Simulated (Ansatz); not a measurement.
Input file:

```yaml
crystal:
  periodic: [false, false, false]
  atoms:
    - {symbol: S, position_ang: [0.000000, 0.000000, 0.000000]}
    - {symbol: Mg, position_ang: [0.000000, 0.000000, 2.340400]}
basis:
  gaussian: {orbitals: 6-31G}
magnetization: {spin_polarized: false}
correlation: {method: ccsd_t, electrons: outside_noble_gas}
```

```sh
$ ansatz run in.yaml --threads 1 --pin off --events-out ev --progress --plain --max-ram 2393MiB
```

The program prints:

```
273 factors; integrals over basis functions are off by at most 1.0e-4 eV
mean field evaluation 1: about -16244.0389 eV, gradient 2.2e1 eV
mean field evaluation 2: about -16244.0512 eV, gradient 2.2e1 eV
mean field evaluation 4: about -16246.7198 eV, gradient 1.1e0 eV
mean field evaluation 8: about -16246.7367 eV, gradient 4.4e-3 eV
mean field evaluation 16: about -16246.6980 eV, gradient 1.1e0 eV
mean field evaluation 32: about -16246.6873 eV, gradient 1.1e0 eV
mean field evaluation 64: about -16243.1273 eV, gradient 1.4e-3 eV
mean field -16246.73667768 eV, -597.0565604712 hartree, gradient 2.9e-6 eV, S^2 0.000000; 3 other end points of the search recorded, 0 dependent functions left out; unrestricted orbitals would lower it
mean field evaluation 96: about -16238.2099 eV, gradient 2.9e1 eV
mean field evaluation 128: about -16247.8862 eV, gradient 4.4e-2 eV
mean field evaluation 160: about -16246.8385 eV, gradient 5.6e0 eV
mean field evaluation 192: about -16247.8810 eV, gradient 2.5e-1 eV
determinant -16246.73667768 eV, -597.0565604712 hartree, with singles and doubles -16249.28520162 eV, -597.1502169984 hartree
determinant -16243.12729370 eV, -596.9239180564 hartree, with singles and doubles -16245.13813901 eV, -596.9978152584 hartree
unrestricted determinant -16247.88558084 eV, -597.0987818833 hartree, S^2 1.0049
10 core orbitals not correlated: weight in the atoms' cores, before any rotation towards them, 1.000 or more for the frozen orbitals, at most 0.000 for the correlated occupied ones
reference -16246.73667768 eV, -597.0565604712 hartree; 4, 4 occupied and 12, 12 virtual orbitals, 273 factors
second order -2.21966603 eV of doubles, -0.00000000 eV of singles
cycle   1  -2.54925715 eV  change   -7.3e-4 eV  update   1.1e-3
cycle   2  -2.54964468 eV  change   -3.9e-4 eV  update   6.3e-4
cycle   3  -2.54997645 eV  change   -3.3e-4 eV  update   3.8e-4
cycle   4  -2.54993594 eV  change    4.1e-5 eV  update   1.1e-4
cycle   5  -2.55001798 eV  change   -8.2e-5 eV  update   5.0e-5
cycle   6  -2.55000490 eV  change    1.3e-5 eV  update   2.6e-5
cycle   7  -2.55000028 eV  change    4.6e-6 eV  update   9.6e-6
cycle   8  -2.54999210 eV  change    8.2e-6 eV  update   4.0e-6
cycle   9  -2.54999103 eV  change    1.1e-6 eV  update   9.4e-7
perturbative correction -0.13494072 eV, -0.0049589799 hartree
Total energy: -16249.42160943 eV, -597.1552298929 hartree
```

For the same geometry and basis full CI lies 45.7 meV lower.

Ran on 1 thread of Arm Neoverse V2, shared host: 0.84 s wall, 0.06 GiB peak host memory.
